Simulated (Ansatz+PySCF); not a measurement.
Values are calculated unless marked as measured or tabulated.
Input for PySCF 2.14.0:

```python
from pyscf import gto, scf, cc

mol = gto.M(atom="""
Al 0.000000 0.000000 0.000000
P 0.000000 0.000000 2.520000
""", basis='6-31g', charge=0, spin=2)
mf = scf.UHF(mol)
mf.kernel()
mycc = cc.CCSD(mf, frozen=10).run()
et = mycc.ccsd_t()
print(mf.e_tot, mycc.e_corr, et, mycc.e_tot + et)
```

The script is written out from the run's settings.

Results

```json
{"Converged": "yes", "Reference energy": "-582.54451 hartree", "CCSD correlation energy": "-0.07928 hartree", "Triples correction": "-0.00274 hartree", "Total energy": "-582.62653 hartree", "Spin squared of the determinant": "2.320"}
```

This is not the lowest solution: another run reaches a determinant 0.51 eV lower. Caution: the unrestricted determinant is spin contaminated; another reference gives a lower total.
